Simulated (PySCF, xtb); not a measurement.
BCl₃, SMILES ClB(Cl)Cl.

Harmonic wavenumbers (cm⁻¹) from GFN2-xTB in xtb 6.7.1 at its own minimum, in rising order: 223, 223, 370, 425, 723, 724.

Problem. What does PBE0-D3(BJ)/def2-SVP in PySCF 2.14.0 give at its own minimum? (The exact figures need the calculation; the answer reports its results.)

Solution. 256, 256, 453, 479, 1001, 1001. Paired by order, the mean absolute difference is 126 cm⁻¹ and the zero-point energies are 3.8 and 4.9 kcal/mol.
